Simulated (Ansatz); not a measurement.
**AlHO + CH4: a complex and its separated parts**

The complex below is one end of an elementary step. How strongly is it bound against its free parts?

Computed with Ansatz 0.2.0, Gaussian basis. Level: PBE0-D4/def2-TZVP structures, single points in def2-TZVPP, no counterpoise correction.

Levels: SPW92, PBE-D4, BLYP-D4, r2SCAN-D4, B97M-V, PBE0-D4, B3LYP-D4, r2SCAN0-D4, BHLYP-D4, CAM-B3LYP-D4, wB97X-V, wB97M-V, B2PLYP, PBE-QIDH, RPA on PBE, Hartree-Fock, MP2, CCSD, CCSD(T).

Correlated methods freeze the cores. B3LYP uses VWN-RPA correlation. B2PLYP carries no dispersion term here.

41 further runs of the same task are left out: 1 that didn't finish, 40 set aside as unsound or not needed.

### Step 1. Starting geometry

The complex: 8 atoms, charge 0, spin multiplicity 1.

Atoms are counted from 1 here; the program's logs count them from 0.

Bond lengths: Al1–O3 1.596 Å, Al1–H5 1.568 Å, C2–H4 1.098 Å, C2–H6 1.092 Å, C2–H7 1.092 Å, C2–H8 1.090 Å. Angles: O3–Al1–H5 171.4°, H4–C2–H6 111.3°, H4–C2–H7 111.3°, H4–C2–H8 107.0°, H6–C2–H7 110.0°, H6–C2–H8 108.5°, H7–C2–H8 108.5°.

As a file:

```mol
CH5AlO
  3D, bonds by distance, orders not assigned

  8  6  0  0  0  0  0  0  0  0999 V2000
   -1.5683   -0.2043    0.7984 Al  0  0
    0.9715    0.1323   -0.4919 C   0  0
   -1.9457   -1.6892    0.3507 O   0  0
    0.3474   -0.7700   -0.5400 H   0  0
   -1.4021    1.2529    1.3535 H   0  0
    1.2783    0.3486    0.5331 H   0  0
    0.4553    0.9952   -0.9171 H   0  0
    1.8637   -0.0654   -1.0865 H   0  0
  1  3  8  0
  1  5  8  0
  2  4  8  0
  2  6  8  0
  2  7  8  0
  2  8  8  0
M  END
```

Its parts: AlHO holds atoms 1, 3, 5; CH4 holds atoms 2, 4, 6, 7, 8. Each part counts its atoms afresh in its own runs.

### Step 2. Relaxing AlHO alone

relax-a/in.yaml

```yaml
crystal:
  periodic: [false, false, false]
  atoms:
    - {symbol: Al, position_ang: [-1.568349, -0.204302, 0.798394]}
    - {symbol: O, position_ang: [-1.945722, -1.689170, 0.350661]}
    - {symbol: H, position_ang: [-1.402102, 1.252880, 1.353527]}
basis:
  gaussian: {orbitals: def2-TZVP}
hamiltonian: {xc: pbe0, dispersion: d4}
relax: {f_tol: 0.005, max_steps: 200}
```

The run is started by

```console
> ansatz run in.yaml --threads 2 --pin off --events-out ev --progress --plain --max-ram 4352MiB
```

Further steps of the session: Relaxing CH4 alone; SPW92/def2-TZVPP; PBE-D4/def2-TZVPP; BLYP-D4/def2-TZVPP; r2SCAN-D4/def2-TZVPP; B97M-V/def2-TZVPP; PBE0-D4/def2-TZVPP; B3LYP-D4/def2-TZVPP; r2SCAN0-D4/def2-TZVPP; BHLYP-D4/def2-TZVPP; CAM-B3LYP-D4/def2-TZVPP; wB97X-V/def2-TZVPP; wB97M-V/def2-TZVPP; B2PLYP/def2-TZVPP; PBE-QIDH/def2-TZVPP; RPA on PBE/def2-TZVPP; CCSD(T)/def2-TZVPP; CCSD(T)/def2-QZVPP; Vibrations of AlHO; Vibrations of CH4.

What does the calculation give? Wanted: complex less parts, CCSD(T)/def2-TZVPP; with zero-point energy; largest T1 diagnostic.

**Answer**, as computed:

| quantity | value |
| --- | --- |
| complex less parts, CCSD(T)/def2-TZVPP | -1.28 kcal/mol |
| with zero-point energy | -0.51 kcal/mol |
| largest T1 diagnostic | 0.030 |

At CCSD(T) the complex lies 1.28 kcal/mol below its parts. Among the functionals BLYP-D4 lands nearest to CCSD(T) (-0.39 kcal/mol) and SPW92 farthest (-4.70 kcal/mol). By rung, the mean size of the error is: LDA 4.70, GGA 1.13, meta-GGA 1.11, hybrid 1.39, range-separated hybrid 1.12, double hybrid 0.83 kcal/mol. PBE-D4 gives a relative energy 1.86 kcal/mol too low, an error of 145 % of the reference. No counterpoise was applied, and triple zeta lacks some correlation, so the CCSD(T) reference has a basis error of its own, and close matches with it are partly luck. The T1 diagnostic is large here, over the usual mark for main-group molecules (transition-metal compounds often pass it harmlessly), so CCSD(T) itself may be off.
